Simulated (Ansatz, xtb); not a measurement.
Two isomers of CH4AlMg

We compare a, `[Mg][CH2][AlH2]`, a doublet, with b, `[CH3][AlH][Mg]`, a doublet. Both are isolated molecules in the gas phase, relaxed with B3LYP/6-31G*; the shapes shown needn't be the lowest conformers.

a (Å):

```json
{"atom": "C", "x (Å)": "-0.5063", "y (Å)": "-0.9418", "z (Å)": "-0.2973"}
{"atom": "Al", "x (Å)": "0.9054", "y (Å)": "0.3439", "z (Å)": "-0.1098"}
{"atom": "Mg", "x (Å)": "-0.3779", "y (Å)": "-2.6050", "z (Å)": "1.0602"}
{"atom": "H", "x (Å)": "-0.5301", "y (Å)": "-1.4757", "z (Å)": "-1.2584"}
{"atom": "H", "x (Å)": "2.2833", "y (Å)": "0.1590", "z (Å)": "-0.8965"}
{"atom": "H", "x (Å)": "0.7795", "y (Å)": "1.5407", "z (Å)": "0.9407"}
{"atom": "H", "x (Å)": "-1.5133", "y (Å)": "-0.5708", "z (Å)": "-0.0568"}
```

b (Å):

```xyz
7

C     0.7929   -0.5330   -0.2790
Al   -0.5602    0.9158   -0.1428
Mg   -0.0920    3.5868    0.8295
H    -2.0325    0.4751   -0.6420
H     0.4718   -1.4032    0.3121
H     1.7972   -0.2527    0.0552
H     0.8686   -0.8791   -1.3202
```

Energies in hartree; the thermal terms are from B3LYP/6-31G* harmonic frequencies (ideal gas, rigid rotor, one conformer each, 298.15 K, 1 atm) and include the zero-point energy:

|  | a | b |
| --- | --- | --- |
| E, CCSD(T)/def2-SVP | −481.787556 | −481.791763 |
| E, MP2/def2-SVP | −481.746841 | −481.745703 |
| E, MP2/def2-TZVPP | −482.156778 | −482.154026 |
| zero-point energy | 0.037882 | 0.041674 |
| H(298 K) − E | 0.044290 | 0.048755 |
| G(298 K) − E | 0.009025 | 0.011030 |

Task: Correct the CCSD(T) difference for the basis set by the MP2 change, then work out ΔE, ΔE₀, ΔH and ΔG for a → b in kcal/mol (1 Eh = 627.51 kcal/mol) and the equilibrium ratio [b]/[a].

Result: 1. Differences b − a: CCSD(T) −0.004207, MP2 in the small set +0.001138, MP2 in the large set +0.002752 Eh.
2. ΔE = −0.004207 + (+0.002752 − (+0.001138)) = −0.002593 Eh = −1.63 kcal/mol.
3. ΔE₀ = ΔE + ΔZPE = −0.002593 + (+0.003792) Eh = +0.75 kcal/mol.
4. ΔH = ΔE + (+0.004465) Eh = +1.17 kcal/mol.
5. ΔG = ΔE + (+0.002005) Eh = −0.37 kcal/mol, so ΔS = (ΔH − ΔG)/T = +21.7 J/(mol K).
6. kT = 0.9442 mEh, so K = [b]/[a] = exp(−ΔG/kT) = exp(+0.62) ≈ 1.9.

The two are too close for this level to say which is favoured. An error of 1 kcal/mol in ΔG would change K by a factor of 5.4. MP2/def2-SVP gave ΔE the other sign. Mirror images and further conformers aren't counted.

As drawn, b has 1 Al–Mg, 1 C–H in place of 1 C–Mg, 1 Al–H.

Other levels gave ΔE = −3.4 (B3LYP/6-31G*); −3.9 (HF/def2-SVP); +0.7 (MP2/def2-SVP); −2.6 (CCSD(T)/def2-SVP) kcal/mol. Open shells are spin-unrestricted. The correlated steps freeze 7 core orbitals; the last core shell of Mg is correlated, in a basis made for valence electrons. Programs: Ansatz 0.2.0.
